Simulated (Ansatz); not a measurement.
# Al2H: the cost of one run

Program: Ansatz 0.2.0, Gaussian basis. Level of theory: cc-pVTZ, all electrons in the functionals, frozen cores in the correlation of double hybrids and RPA. These are calculated values, not measurements.

To be run: wB97M-V, B2PLYP, RPA-PBE, at charge 0, doublet; charge 0, quartet; charge 1, singlet; charge 1, triplet; displaced geometry v1; displaced geometry v2.

23 further runs of the same task are left out: 8 that didn't finish, 15 set aside as unsound or not needed.

## Step 1: The geometry

The geometry is a PBE0/def2-TZVP stationary point (not a proven minimum).

3 atoms, charge 0, spin multiplicity 2.

Atoms are counted from 1 here; the program's logs count them from 0.

Bond lengths: Al1–Al2 2.677 Å, Al1–H3 1.619 Å. Angles: Al2–Al1–H3 180.0°.

No dispersion term is added; wB97M-V holds VV10 nonlocal correlation.

The geometry shown and the zero of energy belong to the point charge 0, doublet. The yardstick, UCCSDT(Q), and other wave-function levels (R restricted, U unrestricted, valence and pair active spaces) come from earlier runs.

## Step 2: wB97M-V, charge 0, doublet

The input, in.yaml:

```yaml
crystal:
  periodic: [false, false, false]
  atoms:
    - {symbol: Al, position_ang: [0.000000, 0.000000, 0.352569]}
    - {symbol: Al, position_ang: [0.000000, 0.000000, -2.324369]}
    - {symbol: H, position_ang: [0.000000, 0.000000, 1.971799]}
basis:
  gaussian: {orbitals: cc-pVTZ}
magnetization: {spin_polarized: true, initial_magnetization: 1}
hamiltonian: {xc: {name: wB97M-V}}
output: {forces: true, orbitals: {seedname: orbitals}}
```

The run is started by

```console
> ansatz run in.yaml --threads 1 --pin off --events-out ev --progress --plain --max-ram 2393MiB
```

Q: Estimate wall time and peak memory on 1 thread of AMD EPYC, shared host.

About 12 s, with a peak of 0.25 GiB.
